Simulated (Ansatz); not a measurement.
Consider the ligand exchange at the Si–Cl bond: `Cl[SiH2]Cl` + PH₃ → `P[SiH2]Cl` + HCl.

Gas-phase electronic energies from Ansatz, PBE0-D4/def2-TZVP geometries. CBS: MP2 limit from def2 TZ/QZ plus the TZ coupled-cluster correction, frozen cores. This one scheme is used for every species. Functionals use def2-TZVPP. B3LYP here is the variant with VWN-RPA as its local correlation; programs differ in this. Each species was taken in one conformer, which may not be the lowest.

`Cl[SiH2]Cl`:

Z-matrix (Å, degrees):
```
Si
Cl 1 2.040
Cl 1 2.040 2 110.1
H 1 1.476 2 108.5 3 -118.6
H 1 1.476 2 108.5 3 118.6
```

PH₃:

Z-matrix (Å, degrees):
```
P
H 1 1.420
H 1 1.420 2 93.1
H 1 1.420 2 93.1 3 93.3
```

`P[SiH2]Cl`:

```xyz
7

P     1.224   -0.360    0.846
Si   -0.534    0.479   -0.271
Cl    0.182    1.662   -1.795
H     1.480   -1.343   -0.147
H     0.385   -1.224    1.604
H    -1.325    1.332    0.648
H    -1.413   -0.545   -0.885
```

HCl:

Cartesian coordinates in Å:
```
Cl 0.174 0.612 -0.062
H -0.174 -0.612 0.062
```

```csv
level,ΔE (kcal/mol),difference from CCSD(T)/CBS
revPBE-D4,15.8,-2.4
BLYP-D4,17.8,-0.4
r2SCAN-D4,18.1,-0.1
ωB97M-V,19.2,1.0
B2PLYP,19.3,1.1
PBE-QIDH,18.2,0.0
PBE,16.5,-1.7
r2SCAN,18.3,0.1
B3LYP,19.2,1.0
RPA@PBE/def2-TZVPP,18.1,-0.1
CCSD/def2-SVP,19.3,1.1
SCS-MP2/def2-TZVPP,19.6,1.4
MP2/def2-QZVPP,19.1,0.9
SCS-MP2/def2-QZVPP,19.6,1.4
HF/CBS(def2),22.2,4.0
MP2/CBS(def2),19.1,0.9
CCSD(T)/CBS,18.2,0
```

Problem. What do rigid-rotor, harmonic-oscillator terms from PBE0-D4/def2-TZVP frequencies (298.15 K, 1 bar) make of the CCSD(T)/CBS value? (Estimate.)

Solution. Ansatz gave: ΔZPE = -0.8 kcal/mol, ΔH = +17.8 kcal/mol, ΔS = 3 J/(mol·K), ΔG = +17.6 kcal/mol.

Largest T1 diagnostic among the species: 0.013.

At CCSD(T), def2-SVP lies +0.7 kcal/mol from the extrapolated value and def2-TZVPP −0.1 kcal/mol. Leaving LDA and LC-ωPBE aside and taking each functional with its dispersion term where it has one, the values, not all of them listed here, spread over 3.7 kcal/mol, from revPBE-D4 to BHLYP-D4.
